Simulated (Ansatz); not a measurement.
Geometry optimisation, RKS PBE-D4/6-31G* (Ansatz).

The input (input.yaml):

```yaml
crystal:
  periodic: [false, false, false]
  atoms:
    - { symbol: Al, position_ang: [-0.915562, 0.0, 0.347331] }
    - { symbol: H, position_ang: [1.57792, 0.0, 1.523725] }
    - { symbol: Cl, position_ang: [2.509274, 0.0, 0.553696] }
    - { symbol: H, position_ang: [-1.224632, 0.0, -1.300552] }
basis:
  gaussian: { orbitals: "6-31G*" }
hamiltonian:
  xc: pbe
  dispersion: d4
relax:
  f_tol: 0.03
  max_steps: 50
output:
  orbitals: {}
```

Launched with:

```bash
$ ansatz run input.yaml --threads 1 --pin off --max-ram 2048MiB --backend cpu --events-out ev --progress --plain --runs-dir out
```

Task: Where does it end, and by what steps?

Result: The forces met the threshold. The force dipped under the threshold on the way, but the program's further checks kept it going. After 14 steps the energy has fallen by 0.114 eV; Cl3 moved furthest, 0.96 Å.

| step | energy less start (eV) | largest force component (eV/Å) | accepted |
| --- | --- | --- | --- |
| 0 | 0.0000 | 0.583 | yes |
| 1 | -0.0263 | 0.221 | yes |
| 2 | -0.0411 | 0.285 | yes |
| 3 | -0.0318 | 0.280 | no |
| 4 | -0.0474 | 0.129 | yes |
| 5 | -0.0518 | 0.101 | yes |
| 6 | -0.0589 | 0.135 | yes |
| 7 | -0.0709 | 0.320 | yes |
| 8 | -0.0726 | 0.799 | yes |
| 9 | -0.1060 | 0.084 | yes |
| 10 | -0.1080 | 0.139 | yes |
| 11 | -0.1133 | 0.019 | yes |
| 12 | -0.1139 | 0.065 | yes |
| 13 | -0.1140 | 0.069 | yes |
| 14 | -0.1143 | 0.002 | yes |

```xyz
4
Properties=species:S:1:pos:R:3
Al -0.546 0.000 -0.215
H 1.661 0.000 0.865
Cl 2.868 0.000 1.443
H -2.036 0.000 -0.969
```

The run took 20 s on 1 thread of Arm Neoverse N1, with other jobs on the host, peak memory 0.1 GiB.
